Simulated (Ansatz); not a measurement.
Species, as SMILES: [O]F (O-F), doublet.
Atoms: O1, F2. Bonds: O1-F2.

Basis-set convergence of the highest harmonic wavenumber at B3LYP with Ansatz (an electronic-structure program). Each level at its own minimum, finite differences of forces, unscaled; the reference is a large set that could be run, not a limit. All functions are spherical. The program fits the integrals of some runs and decomposes those of others, by size. Open shells are unrestricted. No added dispersion term, no relativity. Reference: the value in aug-pcseg-3, 1115 cm⁻¹. Deviations are taken from unrounded values.

| basis | functions |
|---|---|
| pcseg-0 | 18 |
| def2-SVP | 28 |
| pcseg-1 | 28 |
| aug-cc-pVDZ | 46 |
| pcseg-2 | 60 |
| def2-TZVPP | 62 |
| jun-cc-pV(T+d)Z | 78 |
| aug-cc-pVTZ | 92 |
| def2-QZVPP | 114 |
| pcseg-3 | 120 |
| aug-cc-pVQZ | 160 |

Which is the smallest set listed that can be trusted to 20 cm⁻¹ here, that is, within that of the reference together with its larger relatives (same family, alike in diffuse functions; a set with none to test it counts only in the reference's own line)?

The smallest set listed that lies within 20 cm⁻¹ of the reference with all its larger relatives (same family, alike in diffuse functions; a set with none counts only in the reference's own line) is def2-SVP (28 functions, 11 cm⁻¹ off). Value minus reference: pcseg-0 -79, def2-SVP 11, pcseg-1 -42, aug-cc-pVDZ -11, pcseg-2 -2, def2-TZVPP 1, jun-cc-pV(T+d)Z 1, aug-cc-pVTZ 0, def2-QZVPP -2, pcseg-3 -1, aug-cc-pVQZ 0 cm⁻¹.
